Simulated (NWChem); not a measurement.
**Total energies of Al (+1)**

```xyz
1

Al     0.0000     0.0000     0.0000
```
Charge +1, spin multiplicity 1.

The numbers come from NWChem runs, not from measurements.

Basis set: def2-TZVP (37 functions).

| method | total energy (Ha) |
|---|---|
| RHF | -241.66873 |
| MP2 | -241.69600 |
| B2PLYP | -242.03201 |
| PBE | -242.00477 |
| B3LYP | -242.16660 |
| PBE0 | -242.02539 |

Total energies of different functionals aren't comparable as a measure of quality: only differences taken within one method are. 

The correlated methods keep 5 core orbitals frozen. B3LYP has NWChem's definition, with VWN1-RPA local correlation.
